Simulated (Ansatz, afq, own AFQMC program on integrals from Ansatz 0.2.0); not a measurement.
Integrals from Ansatz 0.2.0, then the random walk in our own AFQMC program (afq).

```yaml
crystal:
  periodic: [false, false, false]
  atoms:
    - {symbol: Ti, position_ang: [0.000000, 0.000000, 0.000000]}
    - {symbol: H, position_ang: [0.000000, 0.000000, 3.232000]}
basis:
  gaussian: {orbitals: def2-TZVP}
magnetization: {spin_polarized: true, initial_magnetization: 3}
correlation: {method: ccsd_t, electrons: outside_noble_gas, hamiltonian_folder: ham}
```

```sh
$ ansatz run in.yaml --threads 1 --pin off --events-out ev --progress --plain --max-ram 24576MiB --backend cuda --devices 0, --max-vram 18GiB
```

afq runs on the folder ham with

```
--method phaseless --trial cisd --walkers 4000 --populations 20 --least-time 60 --time-step 0.005 --steps-per-block 50 --equilibration-blocks 40 --max-blocks 4000 --target-error 0.00014 --factor-cut 1e-05 --start spin_pure --seed 1568 --release-times 0.24,0.6,1.2,2,3,4.2 --release-step 0.04 --release-every 3 --taylor-order 6
```

Times are imaginary, in 1/Eh. The walk had a cap of 178 s. With eight or more populations the least sampling time is a fifth of least-time, and the error comes from their spread.

Log:

```
orbitals 42  electrons 4 1  factors 290 of 450
reference energy -848.89746395 Eh
CCSD correlation -0.04853818 Eh in 25 cycles, weight of the determinant in the CISD state 0.8936
energy of the start -848.945435 Eh
 block  time / (1/Eh)  mean weight  energy / Eh
     1     0.250  0.9999  -848.945649
     2     0.500  0.9999  -848.945886
     3     0.750  1.0001  -848.946091
     4     1.000  1.0000  -848.946278
     5     1.250  0.9999  -848.946423
    10     2.500  0.9999  -848.946972
    19     4.750  1.0000  -848.947495
    21     5.250  0.9999  -848.946788
    29     7.250  0.9999  -848.947561
    33     8.250  1.0001  -848.947762
    39     9.750  1.0002  -848.947647
    49    12.250  1.0001  -848.947671
    59    14.750  0.9997  -848.947712
    69    17.250  0.9998  -848.947694
    79    19.750  1.0001  -848.947435
    89    22.250  0.9999  -848.947706
error from the spread of 20 populations
released: time / (1/Eh)  energy / Eh  error  mean overlap
  0.24  -848.947419  0.000331  0.9988
  0.60  -848.947722  0.000031  0.9987
  1.20  -848.947897  0.000047  0.9980
  2.00  -848.950028  0.002065  0.9978
  3.00  -848.947747  0.000198  1.0025
  4.20  -848.948820  0.000995  0.9977
energy -848.947578 +/- 0.000032 Eh
(rows thinned)
```

The run passed its tests (sampling time, drift between the halves within three errors, error under three times the target), which doesn't prove that it has relaxed.

Against this walk (error 0.9 meV) on the same determinant: CCSD(T) 5.4 meV higher, CCSDT(Q) 19.7 meV lower, CCSDTQ 20.5 meV lower, full CI 20.5 meV lower. The error is statistical and leaves out the bias of the constraint. The determinant has ⟨S²⟩ = 3.90, so the low cluster orders mix in higher spin, while the walk starts as a pure quartet. The released energies have errors that jump between times, so the bars are unsure (meV from the phaseless value at times in 1/Eh: -3.9 ± 0.8 at 0.60, -8.7 ± 1.3 at 1.20, -67 ± 56 at 2.00, -5 ± 5 at 3.00, -34 ± 27 at 4.20), so they give no level. Full CI is exact here, so the walk's 21 meV above it is the walk's own error: the bias of the constraint with this trial.

Cautions: constraint bias not in the error; no relativity below Rb; outer-core shells of the metal frozen; lower spins were not checked; raised T1 diagnostic (T1 0.047, weight of the determinant 0.89, largest double 0.09); unrestricted determinant spin contaminated (⟨S²⟩ 3.90 against 3.75); CCSDTQ on the ROHF determinant differs (67 meV higher), by its state or its frozen core.

The walk took 53 s on 1 × NVIDIA H100 80GB HBM3 with 2 threads of AMD EPYC 7R13 Processor (Zen 3), with other jobs on the host (the card was shared). The log's last line is the phaseless energy.

CCSDT and higher add their correlation energy to the determinant of the CCSD(T) run, since their own runs factorise the integrals more tightly (a shift of under 2 meV).
